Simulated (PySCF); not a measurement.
PySCF input:

```python
from pyscf import gto, scf, dft

mol = gto.M(
    atom='''
    Si   -0.00000000   -0.00000000   -0.57233761
    O     0.00000000    0.00000000    1.00159081
    ''',
    basis='def2-tzvpd',
    charge=-1,
    spin=1,
    symmetry='C2v',
    verbose=4,
)

mf = dft.UKS(mol, xc='m062x').density_fit(auxbasis='def2-universal-jkfit')
mf.grids.level = 4
mf.conv_tol = 1e-9
mf.max_cycle = 100
mf.max_memory = 1500
mf.kernel()
if not mf.converged:
    mf = mf.newton()
    mf.kernel(mf.make_rdm1())
mf.analyze()
```

Problem. What final total energy does it print?

Solution. -364.71557 Eh (M06-2X/def2-TZVPD).

This state (charge -1, doublet) is run at the relaxed geometry of the species with charge 0 and multiplicity 3.
